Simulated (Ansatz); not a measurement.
**CH₅Al (triplet): the correlation ladder at distance Al1–H4 along a hydrogen transfer = 2.247 Å, cc-pVDZ**

How much of the correlation energy of CH₅Al (triplet) does each wave-function method recover here?

Program: Ansatz 0.2.0, Gaussian basis. Level of theory: cc-pVDZ, core rule «outside noble gas», up to 6 orbitals frozen. These are calculated values, not measurements.

The runs, in order: UHF; CCSD(T) on ROHF; CCSD(T) on UHF; BCCD(T) on ROHF; CISD; CCSDT(Q) on ROHF; CCSDT(Q) on UHF; CASSCF and NEVPT2, 4 electrons in 4 orbitals.

10 further runs of the same task are left out: 1 for a mislabelled method, 7 that didn't finish, 2 set aside as unsound or not needed.

### Step 1. The geometry

The geometry derives from fragments relaxed apart (PBE0/def2-TZVP) and kept rigid, so it is no stationary point. A hydrogen atom is moved between rigid fragments.

7 atoms, charge 0, spin multiplicity 3.

Atoms are counted from 1 here; the program's logs count them from 0.

Bond lengths: Al1–H2 1.586 Å, Al1–H3 1.586 Å, H4–C5 1.200 Å, C5–H6 1.079 Å, C5–H7 1.079 Å. Angles: H2–Al1–H3 120.0°, H4–C5–H6 112.6°, H4–C5–H7 112.6°, H6–C5–H7 134.8°.

### Step 2. UHF

The input, in.yaml:

```yaml
crystal:
  periodic: [false, false, false]
  atoms:
    - {symbol: Al, position_ang: [-1.132168, 0.000000, 0.000000]}
    - {symbol: H, position_ang: [-1.925091, 1.373384, 0.000000]}
    - {symbol: H, position_ang: [-1.925091, -1.373384, 0.000000]}
    - {symbol: H, position_ang: [1.114832, 0.000000, 0.000000]}
    - {symbol: C, position_ang: [2.314832, 0.000000, 0.000000]}
    - {symbol: H, position_ang: [2.729300, 0.000000, 0.996161]}
    - {symbol: H, position_ang: [2.729300, 0.000000, -0.996161]}
basis:
  gaussian: {orbitals: cc-pVDZ}
magnetization: {spin_polarized: true, initial_magnetization: 2}
hamiltonian: {xc: hf}
output: {orbitals: {seedname: orbitals}}
```

The run is started by

```
$ ansatz run in.yaml --threads 1 --pin off --events-out ev --progress --plain --max-ram 2393MiB
```

The runs that follow: CCSD(T) on ROHF; CCSD(T) on UHF; BCCD(T) on ROHF; CISD; CCSDT(Q) on ROHF; CCSDT(Q) on UHF; CASSCF and NEVPT2, 4 electrons in 4 orbitals.

Before running them: what should the planned runs give, taken together? Wanted: UCCSDT(Q) below the RHF energy; RMP2 from UCCSDT(Q); UMP2 from UCCSDT(Q); RCCSD from UCCSDT(Q); RCCSD(T) from UCCSDT(Q); UCCSD(T) from UCCSDT(Q); RCCSDT(Q) from UCCSDT(Q); NEVPT2 pair from UCCSDT(Q); T1 diagnostic.

As calculated:

| quantity | value |
| --- | --- |
| UCCSDT(Q) below the RHF energy | -6.6465 eV |
| RMP2 from UCCSDT(Q) | +1317.4 meV |
| UMP2 from UCCSDT(Q) | +1321.8 meV |
| RCCSD from UCCSDT(Q) | +153.7 meV |
| RCCSD(T) from UCCSDT(Q) | +31.7 meV |
| UCCSD(T) from UCCSDT(Q) | +31.6 meV |
| RCCSDT(Q) from UCCSDT(Q) | +0.8 meV |
| NEVPT2 pair from UCCSDT(Q) | +1304.0 meV |
| levels within 1 kcal/mol (43 meV) | RCCSD(T), UCCSD(T), BCCD(T), RCCSDT, UCCSDT, RCCSDT(Q) |
| T1 diagnostic | 0.019 |

What this shows: RCCSD(T) misses by +31.7 meV, 0.5 % of the correlation energy. These misses are within one basis, not against nature; the frozen cores of restricted and unrestricted runs differ, which can shift their rows.
